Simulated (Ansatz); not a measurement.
A made-up structure of CH₄FSi, doublet:

C1  (-0.653, 0.390, -0.298)
Si2  (0.917, -0.594, -0.104)
F3  (0.641, -1.813, 0.910)
H4  (-1.445, -0.208, -0.754)
H5  (-0.470, 1.261, -0.932)
H6  (-1.001, 0.738, 0.680)
H7  (0.574, -2.390, 1.610)
(Å)

It is relaxed with PBE-D4/def2-SVP and then PBE0-D4/def2-TZVP (Ansatz 0.2.0). Atoms count as bonded within 1.22 times the sum of their covalent radii (H–H: 0.88 Å). The end point is not checked to be a true minimum.

Does its bonding change? (Judge from chemistry; the calculation decides.)

The calculation gives: Yes. Formed: none; broken: Si2–F3.

Where it ends: The first stage lowers the energy by 2.26 eV in 19 steps. It ends as a complex of CH₃Si ([CH3][Si]) + HF:
```tsv
atom	x (Å)	y (Å)	z (Å)
C1	-0.6478	0.3835	-0.3109
Si2	1.0887	-0.3677	-0.2341
F3	0.2151	-2.2483	1.0408
H4	-1.3384	-0.1909	-0.9353
H5	-0.5214	1.3631	-0.7957
H6	-1.1077	0.5604	0.6651
H7	0.8743	-2.1165	1.6811
```

Labels in which every atom is bracketed show which atoms are joined, not bond orders.

For scale, one of the runs: PBE0-D4/def2-TZVP relaxation, 123 basis functions, launched by `ansatz run in.yaml --threads 2 --pin off --events-out ev --progress --plain --max-ram 4352MiB`. The run took about 53 s on 2 CPU threads of an Arm Neoverse V1 (shared host).
